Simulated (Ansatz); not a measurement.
A nudged elastic band was laid between two geometries of FH3Si + H2 (7 atoms, charge 0, multiplicity 1).

All numbers below come from RKS CAM-B3LYP/def2-SVP in Ansatz.

| Property | Result |
| --- | --- |
| movable images | 7 |
| climbing image | yes |
| spring | 5.0 eV/Å² |
| optimiser | quadratic models (default) |
| start path | through a guess of the saddle point |
| force threshold | 0.05 eV/Å |
| iteration limit | 60 |
| end points | relaxed |

Initial state:

```xyz
7
Properties=species:S:1:pos:R:3
Si 0.538 0.000 -0.382
F -0.240 0.000 1.045
H 1.998 0.000 -0.115
H 0.147 1.220 -1.131
H 0.147 -1.220 -1.131
H -3.121 0.000 2.242
H -2.403 0.000 1.983
```

Final state:

```xyz
7
Properties=species:S:1:pos:R:3
Si -0.139 -0.335 -0.350
F -0.765 1.191 2.174
H 1.063 -0.490 0.506
H -0.306 1.073 -0.783
H -0.011 -1.211 -1.547
H -1.350 -0.775 0.404
H -1.426 0.546 2.107
```

Task: Which bonds break or form, and what moves?

Result: Bonds broken: Si1–F2, H6–H7. Bonds formed: Si1–H6, F2–H7. FH3Si + H2 becomes FH + H4Si.

Task: Give the energies along the band, and the barrier.

Result: The run converged. The highest image is number 5 of 0 to 8, 2.38 eV above the first end and 1.39 eV above the last; the last end lies 0.99 eV above the first. Neighbouring images differ by up to 1.6 eV, so the band resolves the path poorly. A vibrational analysis at the climbing image gives one clearly imaginary mode, 1198i cm⁻¹: a first-order saddle point. The orbitals stay closed-shell, which can raise the energy where a bond breaks towards radicals; this wasn't checked here.

| image | path coordinate (Å) | energy (eV) | Si1–F2 (Å) | H6–H7 (Å) | Si1–H6 (Å) |
| --- | --- | --- | --- | --- | --- |
| 0 | 0.00 | 0.00 | 1.63 | 0.76 | 4.50 |
| 1 | 0.78 | 0.00 | 1.63 | 0.76 | 4.09 |
| 2 | 1.56 | 0.01 | 1.62 | 0.76 | 3.57 |
| 3 | 2.34 | 0.10 | 1.63 | 0.76 | 2.86 |
| 4 | 3.13 | 0.81 | 1.67 | 0.77 | 2.22 |
| 5 | 3.91 | 2.38 | 1.95 | 1.02 | 1.71 |
| 6 | 4.49 | 1.54 | 2.40 | 1.36 | 1.54 |
| 7 | 5.07 | 1.05 | 2.85 | 1.65 | 1.50 |
| 8 | 5.65 | 0.99 | 3.02 | 2.16 | 1.49 |

Task: What is the geometry of the highest image?

Result: 
```xyz
7
Properties=species:S:1:pos:R:3
Si -0.146 -0.041 -0.027
F -0.259 0.504 1.837
H 1.301 -0.242 0.251
H -0.436 1.255 -0.677
H -0.460 -1.151 -0.978
H -1.683 -0.385 0.650
H -1.251 0.059 1.457
```

The run took 120 s on 1 thread of Arm Neoverse V2 (shared host), peak memory 0.11 GiB.
